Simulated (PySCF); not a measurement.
Consider methylenimine, `C=N` (CH3N). Optimised structure (Å), atoms numbered from 1:
```
C    -0.3811   -0.0284   -0.0115
N     0.7786   -0.5308   -0.0439
H    -1.2573   -0.6953   -0.0679
H    -0.6085    1.0517    0.0710
H     1.4883    0.2077    0.0174
```

Energies: ωB97X-D3(BJ)/ma-def2-TZVP (PySCF, density fitting, integration grid level 2) on PBE0-D3(BJ)/def2-SVP structures. ωB97X-D3(BJ) is ωB97X-V with D3(BJ) in place of VV10. Zero-point and thermal terms (298.15 K, 1 bar) come from unscaled PBE0-D3(BJ)/def2-SVP harmonic frequencies, with soft modes damped to free rotors in the entropy.

(1) What are the vertical and the adiabatic ionisation energy for forming the radical cation?

(2) Where does the unpaired spin of the relaxed radical cation sit?

(3) What oxidation potential follows in acetonitrile (IEF-PCM), given that Fc+/Fc comes at 4.54 V absolute with this functional and basis?

(4) How far is −ε(HOMO) from the vertical value by ΔSCF?

## Answers

(1) 10.75 eV vertical and 9.88 eV adiabatic, the latter with zero-point energy.

(2) N2 (imine nitrogen) 0.94, C1 (imine carbon) -0.11, H (on C1) 0.10 (intrinsic atomic orbital populations).

(3) In the gas phase ΔG of oxidation is 9.861 eV, and solvation is -20.7 kJ/mol for the parent and -301.0 kJ/mol for the product, so the absolute potential is 6.96 V, or 2.41 V against Fc+/Fc. Fc+/Fc in acetonitrile, 4.54 V, is ωB97X-D3(BJ)/ma-def2-TZVP on PBE0-D3(BJ)/def2-SVP structures with GFN2-xTB thermal terms. Benchmark calculations put it near 5.0 V in acetonitrile and DMSO, so it is about 0.5 V low, and the value against it can read up to that much too high. The solvent is electrostatics only, on gas-phase structures; the absolute scale refers to an electron at rest in vacuum.

(4) −ε(HOMO) = 10.44 eV, which is 0.31 eV below the ΔSCF value.

Differences come from unrounded values, so a last digit can differ from that of the printed terms.
